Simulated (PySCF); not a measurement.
**Electronic absorption of nitrosyl fluoride**

Species: nitrosyl fluoride, FNO.
InChI=1S/FNO/c1-2-3

Theory: TDDFT wB97X-D/def2-SVPD, vertical, gas phase, core orbitals frozen in the response (PySCF). Geometry: GFN2-xTB; no solvent, vibrations or thermal averaging.

```csv
state,E (eV),ν̃ (cm⁻¹),f,symmetry,"main configurations (H = HOMO, L = LUMO)"
S1,3.96,31900,0.0018,–,H→L (99%)
S2,6.00,48360,0.0002,–,H-1→L (98%)
S3,6.68,53870,0.0029,A′,"H-2→L (80%), H→L+1 (20%)"
S4,8.78,70810,0.028,A′,"H-1→L+1 (84%), H→L+1 (13%)"
S5,9.07,73140,0.0003,–,H-2→L+1 (98%)
S6,9.49,76530,0.0022,A″,H-3→L (95%)
S7,9.55,77040,0.280,A′,"H→L+1 (55%), H-2→L (14%), H-1→L+1 (13%)"
S8,10.66,86010,0.0016,–,H-5→L (97%)
```

Triplets (Tamm–Dancoff): T1 2.89 eV, H→L (98%); T2 5.56 eV, H-2→L (83%), H→L+1 (9%); T3 5.64 eV, H-1→L (95%).

The lowest singlet lies at 3.96 eV (313 nm, ultraviolet) and is very weak; its leading configuration is HOMO→LUMO (99%). The most intense listed level is S7 at 9.55 eV (130 nm, f = 0.280), 5.60 eV above S1. Löwdin shares by element: HOMO oxygen 36%, fluorine 35%, nitrogen 29%; LUMO nitrogen 53%, oxygen 40%, fluorine 8%. Weighted by f, the mean energy of these states is 9.43 eV. Orbital energies (eV): HOMO-3 -17.76, HOMO-2 -13.95, HOMO-1 -13.69, HOMO -11.97, LUMO -1.69, LUMO+1 1.72, LUMO+2 3.96. The listed states span 6.71 eV, and the widest gap between neighbours is 2.10 eV (S3 to S4). Symmetry labels in Cs follow from the direction of the transition dipole and are given only for states with f of 0.002 or more. The window holds the lowest 8 singlets.
